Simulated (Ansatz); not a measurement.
The input, for Ansatz 0.2.0:

```yaml
crystal:
  periodic: [false, false, false]
  atoms:
    - {symbol: Sb, position_ang: [0.000000, 0.000000, 0.000000]}
    - {symbol: H, position_ang: [0.000000, 0.000000, -1.690735]}
    - {symbol: H, position_ang: [0.000000, 0.000000, 1.690735]}
basis:
  gaussian: {orbitals: def2-mTZVP}
total_charge: 1
magnetization: {spin_polarized: false, initial_magnetization: 2}
correlation: {method: mp2, electrons: all}
```

```sh
$ ansatz run in.yaml --threads 1 --pin off --events-out ev --progress --plain --max-ram 2393MiB
```

Roughly how long does this take on 1 thread of Arm Neoverse V1, shared host, and how much host memory?

0.6 s wall and 0.15 GiB.

```
486 factors; integrals over basis functions are off by at most 3.1e-4 eV
mean field evaluation 1: about -6530.8275 eV, gradient 7.6e0 eV
mean field evaluation 2: about -6530.8297 eV, gradient 7.6e0 eV
mean field evaluation 4: about -6531.1315 eV, gradient 6.3e-1 eV
mean field evaluation 8: about -6531.1325 eV, gradient 6.5e-5 eV
mean field evaluation 16: about -6530.4410 eV, gradient 5.2e0 eV
mean field -6531.13249022 eV, -240.0146920548 hartree, gradient 3.0e-6 eV, S^2 2.000000; 2 other end points of the search recorded, 0 dependent functions left out
reference -6531.13249022 eV, -240.0146920548 hartree; 13, 11 occupied and 29, 31 virtual orbitals, 486 factors
second order -4.29959259 eV of doubles, -0.15553333 eV of singles
Total energy: -6535.58761613 eV, -240.1784149125 hartree
```
